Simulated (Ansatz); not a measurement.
Barrier height from HO− + CH3F (SMILES CF) to the transition structure CH4FO, without zero-point energy, on the benchmark's geometries as Psi4's copy of the set gives them.
Transition structure (charge -1, multiplicity 1):
```xyz
7

F      0.0225    -0.0075     0.0055
C     -0.0184     0.0050     1.7649
H      1.0480     0.0052     1.8541
H     -0.5478     0.9347     1.7922
H     -0.5490    -0.9234     1.8058
O      0.0013     0.0192     3.7506
H     -0.9268     0.0316     3.9976
```
Reactant (charge -1, multiplicity 1):
```
atom   x (Å)   y (Å)   z (Å)
----  ------  ------  ------
O     0.0000  0.0000  0.0000
H     0.9620  0.0000  0.0000
```
Reactant (charge 0, multiplicity 1):
```xyz
5

C     -0.632     0.000     0.000
F      0.749     0.000     0.000
H     -0.983    -0.338     0.973
H     -0.983     1.012    -0.193
H     -0.983    -0.673    -0.779
```

Open shells are unrestricted; no spin–orbit coupling.

Cores are frozen in the correlated methods.

Run with Ansatz (an electronic-structure program) with Gaussian orbitals. 

**Question.** Predict the barrier height from CCSD(T)/aug-cc-pVDZ.

**Answer.** -5.9 kcal/mol

**Question.** Estimate the barrier height that B3LYP/def2-TZVPPD returns for this input.

**Answer.** -3.9 kcal/mol

**Question.** Estimate the barrier height that HF/cc-pVDZ returns for this input.

**Answer.** -8.0 kcal/mol
